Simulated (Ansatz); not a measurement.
**BH₂F (triplet): wave-function methods side by side, def2-QZVPP**

The task here is to estimate one member of a computed series from the others.

The runs use Ansatz 0.2.0, Gaussian basis; def2-QZVPP, core rule «outside noble gas», up to 2 orbitals frozen.

The runs, in order: UHF; ROHF; CCSD(T) on UHF.

2 further runs of the same task are left out: 1 that didn't finish, 1 set aside as unsound or not needed. Runs told in other sessions of the task aren't counted.

### The geometry

The geometry is a PBE0/def2-TZVP stationary point (not a proven minimum) of the parent state, kept for this charge and spin.

4 atoms, charge 0, spin multiplicity 3.

Atoms are counted from 1 here; the program's logs count them from 0.

Bond lengths: B1–F2 1.317 Å, B1–H3 1.197 Å, B1–H4 1.197 Å. Angles: F2–B1–H3 117.8°, F2–B1–H4 117.8°, H3–B1–H4 124.4°.

Set-up of the first run:

The input, in.yaml:

```yaml
crystal:
  periodic: [false, false, false]
  atoms:
    - {symbol: B, position_ang: [0.000000, 0.000000, 0.750638]}
    - {symbol: F, position_ang: [0.000000, 0.000000, -0.566075]}
    - {symbol: H, position_ang: [0.000000, 1.058917, 1.309286]}
    - {symbol: H, position_ang: [0.000000, -1.058917, 1.309286]}
basis:
  gaussian: {orbitals: "def2-QZVPP.json"}
magnetization: {spin_polarized: true, initial_magnetization: 2}
hamiltonian: {xc: hf}
output: {orbitals: {seedname: orbitals}}
```

Launch:

```
$ ansatz run in.yaml --threads 1 --pin off --events-out ev --progress --plain --max-ram 2393MiB
```

Among the steps run: UHF; ROHF; CCSD(T) on UHF.

One of the session's tables, all rows but one given; the rest of the session is left out.

It belongs to the step «Misses and costs». 

| method | from UCCSD(T) (kJ/mol) |
| --- | --- |
| ROHF | +1101.6 |
| UHF | ? |
| UMP2 | +69.2 |
| UCCSD | +38.3 |
| UCCSD(T) | 0 |

Q: Estimate the row for UHF from the others.

The run gave: from UCCSD(T) (kJ/mol): +1083.8. In the column «from UCCSD(T) (kJ/mol)» it lies between UMP2 (+69.2) and ROHF (+1101.6).
